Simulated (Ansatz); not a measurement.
Candidates: BiOCl (P4/nmm, No. 129), SiO₂ (P4₁2₁2, No. 92), B₂O₃ (P3₁21, No. 152), corundum In₂O₃ (high-pressure phase), CdCO₃ (R-3c, No. 167), CaWO₄ (I4₁/a, No. 88). Level: r²SCAN+rVV10 in Ansatz (plane waves, PAW).

Ansatz's runs of these crystals have no spin polarisation.

Spin–orbit coupling is left out, also for the solids with elements from indium on (BiOCl, corundum In2O3, CaWO4); its size isn't shown.

Ansatz's density-functional and Hartree–Fock values are scalar-relativistic unless marked +SOC, with PAW data made under PBE.

**Question.** Which of them have a computed c axis length between 9.7 and 15 Å?

**Answer.** corundum In₂O₃ (high-pressure phase), CaWO₄ (I4₁/a, No. 88). The values: BiOCl (P4/nmm, No. 129) 7.376 Å; SiO₂ (P4₁2₁2, No. 92) 6.745 Å; B₂O₃ (P3₁21, No. 152) 8.222 Å; corundum In₂O₃ (high-pressure phase) 14.489 Å; CdCO₃ (R-3c, No. 167) 16.112 Å; CaWO₄ (I4₁/a, No. 88) 11.261 Å.

Ansatz is a first-principles code.
